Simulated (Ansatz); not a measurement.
Results of r²SCAN in Ansatz (plane waves, PAW) for hcp Be.

Settings: plane-wave cutoff 500 eV, 24×16×1 k mesh (along the axes of the cell as run), Fermi–Dirac smearing 0.1 eV, scalar-relativistic PAW data made under PBE.

Question: Predict the surface energy of the (10-10) face and work function of the (10-10) face.

Answer: 
* **surface energy of the (10-10) face**: 3.52 J/m²
* **work function of the (10-10) face**: 4.92 eV

The slab of 14 atoms is relaxed and unreconstructed.

Static lattice: no zero-point or thermal effects.

Ansatz is a quantum-chemistry and plane-wave program.
